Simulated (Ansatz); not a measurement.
```xyz
4

C     0.0000    0.6887   -0.0974
Cl   -1.4844   -0.1717    0.0093
Cl    1.4844   -0.1717    0.0093
H     0.0000    1.7045    0.2679
```

Basis set: pcseg-2 (spherical functions). Charge 0, multiplicity 2.

Computed with Ansatz (development build ahead of 0.2.0); each method stands on the lowest determinant of its kind that the runs found. Restricted functionals stand beside restricted open-shell atoms, which can lie above the unrestricted atoms usual in DFT and then raise those values.

The atomization energy at this shape (free ground-state atoms in the same class of orbitals less the molecule, no zero-point energy) of doublet CHCl₂:

| method | atomization energy |
| --- | --- |
| ωB97X (restricted open-shell) | 11.76 eV |

(1) What does ωB97X (unrestricted) give?

Results:

(1) 11.64 eV.

The shape needn't be a minimum at these levels.
